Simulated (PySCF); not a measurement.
# A diatomic session: SiH+

What are the lowest state that PBE0 finds, the bond length, vibrational wavenumber and bond energy of SiH+, and how much do these hang on the method?

Program: PySCF 2.14.0. Level of theory: Si 6-311G(d,p), H 6-311G(d,p), no relativity. These are calculated values, not measurements.

### 1 Set-up

A driver script around PySCF takes these settings:

| Item | Value |
| --- | --- |
| atoms | Si, H |
| charge | 1 |
| basis | Si 6-311G(d,p), H 6-311G(d,p) |
| Hamiltonian | no relativity |
| basis functions | 32 |
| electrons treated | 14 |
| masses in u | 27.9769, 1.0078 |
| levels | PBE0, PBE, r²SCAN, M06-L, B2PLYP, r²SCAN0, HF, MP2, SCS-MP2, CCSD, CCSD(T) |
| grid | 80 radial by 434 angular points |
| occupations | held fixed by the projection of orbital angular momentum |
| dissociation limit | Si+ + H, each in its ground configuration |
| starting distance in angstrom | 1.535 |
| values of 2S to try | 0, 2 |

Further steps of the session: PBE0 along the bond; Other states along the same grid; PBE (GGA); r²SCAN (meta-GGA); M06-L (meta-GGA); B2PLYP (double hybrid); r²SCAN0 (hybrid meta-GGA); RHF; MP2 and coupled cluster.

What does the calculation give? Wanted: for each run, Re; ωe; De; μ.

**Answer**, as computed:

Lowest PBE0 solution found, without spin–orbit coupling: ¹Σ⁺ (singlet), closed shell. State 2 has its PBE0 minimum 1.96 eV higher. The other levels ran on the lowest alone.

```
      level  Re (Å)  ωe (cm⁻¹)  De (eV)  μ (D)
        RHF   1.495       2298     2.39   0.62
    RHF-MP2   1.497       2265     3.04    n/a
RHF-SCS-MP2   1.497       2260     3.14    n/a
   RHF-CCSD   1.501       2212     3.20    n/a
RHF-CCSD(T)   1.502       2202     3.21    n/a
        PBE   1.536       2057     3.23   0.47
     r²SCAN   1.519       2129     3.22   0.53
      M06-L   1.508       2169     3.41   0.42
       PBE0   1.520       2142     3.20   0.53
    r²SCAN0   1.511       2182     3.18   0.55
     B2PLYP   1.508       2189     3.23   0.50
```

De is counted to Si+ + H in their ground configurations. A positive dipole points from Si to H; in an ion it is taken about the centre of mass and does not tell which atom is negative.

Differences from CCSD(T) in the same basis:

```
      level  Re (mÅ)  ωe (%)
        RHF       -7    +4.3
    RHF-MP2       -5    +2.8
RHF-SCS-MP2       -5    +2.6
   RHF-CCSD       -1    +0.4
        PBE      +34    -6.6
     r²SCAN      +18    -3.3
      M06-L       +6    -1.5
       PBE0      +18    -2.8
    r²SCAN0       +9    -0.9
     B2PLYP       +6    -0.6
```

What this shows: Against CCSD(T) in the same basis, the bond length is nearest at RHF-CCSD (-1 mÅ) and farthest at PBE (+34 mÅ); the wavenumber is nearest at RHF-CCSD (+0.4 %) and farthest at PBE (-6.6 %). Hartree–Fock falls on the short and stiff side, its usual fault. PBE has the long and soft bond that GGAs tend to give. CCSD(T) in a basis this small is itself some way from its limit, more so than the functionals. Of the levels with a De here, RHF gives the least (2.39 eV) and M06-L the most (3.41 eV).

Correlated steps freeze 5 core orbitals. B2PLYP dipoles, levels and charges come from its SCF part alone.
